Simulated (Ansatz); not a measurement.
# C2N (doublet): from Hartree-Fock to the top rungs, def2-QZVPP

One table from this session's results is given with a row withheld; the runs are named, their logs left out.

The runs use Ansatz 0.2.0, Gaussian basis; def2-QZVPP, core rule «outside noble gas», up to 3 orbitals frozen.

To be run: UHF; ROHF; CCSD(T) on UHF.

## The system

The geometry is a PBE0/def2-TZVP stationary point (not a proven minimum) of the parent state, kept for this charge and spin.

3 atoms, charge 0, spin multiplicity 2.

Atoms are counted from 1 here; the program's logs count them from 0.

Bond lengths: C1–C2 1.310 Å, C2–N3 1.190 Å. Angles: C1–C2–N3 180.0°.

Set-up of the first run:

The input, in.yaml:

```yaml
crystal:
  periodic: [false, false, false]
  atoms:
    - {symbol: C, position_ang: [0.000000, 0.000000, 1.269867]}
    - {symbol: C, position_ang: [0.000000, 0.000000, -0.039833]}
    - {symbol: N, position_ang: [0.000000, 0.000000, -1.230033]}
basis:
  gaussian: {orbitals: "def2-QZVPP.json"}
magnetization: {spin_polarized: true, initial_magnetization: 1}
hamiltonian: {xc: hf}
output: {orbitals: {seedname: orbitals}}
```

Started as:

```bash
$ ansatz run in.yaml --threads 1 --pin off --events-out ev --progress --plain --max-ram 2393MiB
```

Steps of the session up to this table: UHF; ROHF; CCSD(T) on UHF.

One of the session's tables, all rows but one given; the rest of the session is left out.

It belongs to the step «Misses and costs». 

```
  method  from UCCSD(T) (kJ/mol)
    ROHF                 +1333.9
     UHF                       ?
    UMP2                  +197.1
   UCCSD                   +72.4
UCCSD(T)                       0
```

**Question.** Estimate the row for UHF.

The run gave: from UCCSD(T) (kJ/mol): +1276.0. In the column «from UCCSD(T) (kJ/mol)» it lies between UMP2 (+197.1) and ROHF (+1333.9).

Caveats from the session: The determinant is far from a pure spin state, so its energy mixes those of several spin states (harmless only where they are near-degenerate, as at dissociation).
